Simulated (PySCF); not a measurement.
Atom-mapped SMILES (the numbers label the heavy atoms): `[CH:1]#[C:2][C:3]([CH3:4])([CH3:5])[CH3:6]` (H(Xn): hydrogen on atom n).

[PySCF: coordinates at the PBE0-D3(BJ)/def2-SVP level; PBE0/pcSseg-1 with gauge-including orbitals; averaged over atoms made equivalent by symmetry, fast rotation or ring inversion; one computed conformer; in vacuum; no relativistic terms]

δ = σ(ref) − σ, references computed at the same level: ¹³C and ¹H against TMS.

| atoms | nucleus | count | Hirshfeld charge | δ (ppm) |
| --- | --- | --- | --- | --- |
| C3 | ¹³C | 1 | 0.04 | ? |
| C2 | ¹³C | 1 | -0.03 | 95.8 |
| H(C4)/H(C5)/H(C6) | ¹H | 9 | 0.04 | 1.22 |
| C4/C5/C6 | ¹³C | 3 | -0.11 | 32.8 |
| C1 | ¹³C | 1 | -0.13 | ? |
| H(C1) | ¹H | 1 | 0.09 | 1.94 |

Problem. Estimate the values marked ?.

Solution. 
- C1: 73.7 ppm, terminal alkyne carbon; the triple bond shields along its axis, which puts it between sp3 and sp2 carbons
- C3: 27.5 ppm, propargylic quaternary sp3 carbon; saturated and bonded to C and H only

Shifts are as computed. Against solution values, carbons near 30 ppm lie about +2 ppm off and those near 130 ppm about +4 ppm. Of 246 compounds with measured shifts, 49 miss one by over three times the rms of a fit or turn the order of signals round; such compounds aren't used in these exercises.
